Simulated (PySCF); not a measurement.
The electron affinity along group 15

All values are computed (PySCF 2.14, energy differences of UHF-based or UKS calculations, no spin-orbit coupling). Values in eV. The last column holds reference values (measured affinities from photodetachment; the arrow runs from anion to atom). Unmarked ones compare directly (S terms, centres of terms, or small fine structure); those marked * lie between the lowest fine-structure levels and include a spin-orbit shift.

```csv
element,configurations,MP2 (valence),SCS-MP2 (valence),LDA,PBE,PBE0,MP2 (valence and next inner shell),reference
"P (def2-QZVPPD, non-relativistic)",[Ne] 3s2 3p4 → [Ne] 3s2 3p3,0.348,0.434,0.833,0.675,0.624,0.336,0.747 *
"As (def2-QZVPPD, non-relativistic)",[Ar] 3d10 4s2 4p4 → [Ar] 3d10 4s2 4p3,0.388,0.461,0.921,0.699,0.652,0.390,0.804 *
"Sb (def2-QZVPPD with the def2 core potential (28 electrons), ECP)",[Kr] 4d10 5s2 5p4 → [Kr] 4d10 5s2 5p3,0.584,0.650,1.107,0.875,0.831,0.583,1.047 *
"Bi (def2-QZVPPD with the def2 core potential (60 electrons), ECP)",[Xe] 4f14 5d10 6s2 6p4 → [Xe] 4f14 5d10 6s2 6p3,0.464,0.529,1.057,0.801,0.733,0.531,0.942 *
```

The highest occupied level of the anion is positive for P⁻ at LDA, PBE, PBE0; As⁻ at LDA, PBE, PBE0; Sb⁻ at LDA, PBE, PBE0; Bi⁻ at LDA, PBE, PBE0, so there the basis helps to hold the electron.

For Bi a determinant mixes LS terms or the coupling is close to jj, so these rows are model values.

"Valence" correlates the outer s and p shells and, in groups 3 to 12 and the f block, the outer d or f shell, open or full, or the next shell where the ion has no valence electron left; the wider scheme adds the next inner shell.
